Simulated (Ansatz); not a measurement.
The inner images of a band of AlClH₂N (5 atoms, charge -1, multiplicity 1) are given out of order.

These are results of RKS B3LYP-D4/cc-pVDZ in Ansatz 0.2.0, not measurements.

First end point:

```xyz
5
Properties=species:S:1:pos:R:3
N -1.308 -0.294 -0.450
Al 0.303 0.067 0.087
Cl 1.922 0.268 -1.460
H -1.984 -0.367 0.326
H 1.066 0.327 1.497
```

Last end point:

```xyz
5
Properties=species:S:1:pos:R:3
N -1.355 -0.234 0.413
Al 0.334 0.083 0.225
Cl 1.607 0.188 -1.658
H -1.919 -0.413 -0.428
H 1.333 0.376 1.448
```

Put them in order from the first end to the last, with their energies above the first end.
A.
```xyz
5
Properties=species:S:1:pos:R:3
N -1.253 -0.244 0.036
Al 0.379 0.085 0.136
Cl 1.736 0.212 -1.673
H -2.235 -0.431 0.136
H 1.372 0.377 1.364
```
B.
```xyz
5
Properties=species:S:1:pos:R:3
N -1.281 -0.281 -0.362
Al 0.326 0.075 0.142
Cl 1.850 0.249 -1.507
H -2.096 -0.396 0.245
H 1.200 0.352 1.483
```
C.
```xyz
5
Properties=species:S:1:pos:R:3
N -1.275 -0.211 0.504
Al 0.367 0.081 0.115
Cl 1.562 0.166 -1.822
H -2.101 -0.420 -0.058
H 1.448 0.384 1.261
```
D.
```xyz
5
Properties=species:S:1:pos:R:3
N -1.262 -0.263 -0.187
Al 0.357 0.083 0.156
Cl 1.789 0.230 -1.584
H -2.190 -0.419 0.184
H 1.306 0.369 1.431
```
E.
```xyz
5
Properties=species:S:1:pos:R:3
N -1.256 -0.224 0.301
Al 0.383 0.084 0.104
Cl 1.673 0.193 -1.760
H -2.210 -0.432 0.054
H 1.410 0.380 1.301
```

B (+0.032 eV), D (+0.122 eV), A (+0.179 eV), E (+0.077 eV), C (-0.066 eV).

Time of the run: 41 s on 1 thread of AMD EPYC 7R43 64-Core Processor (Zen 3), with other jobs on the host, peak memory 0.13 GiB.
